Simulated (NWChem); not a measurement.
Molecule: water (H2O); SMILES O

Computed with NWChem. Pople sets run with spherical d functions. The geometry was optimised at PBE-D3(BJ)/def2-SVP. Core excitations by TDA in a window of 1s orbitals, non-relativistic and unshifted: absolute energies depend strongly on the exact-exchange share.

For level O K edge, B3LYP/def2-TZVP:

```
Quantity                                  Result
----------------------------------------  ------
first 1s excitation (eV)                   519.1
dipole oscillator strength of the first   0.0133
first state with f > 0.002 (eV)            519.1
dipole oscillator strength of that state  0.0133
```

### Question
Estimate the same quantities for level O K edge, BHandHLYP/6-311G**.

### Answer
first 1s excitation (eV): 531.3
dipole oscillator strength of the first: 0.0195
first state with f > 0.002 (eV): 531.3
dipole oscillator strength of that state: 0.0195
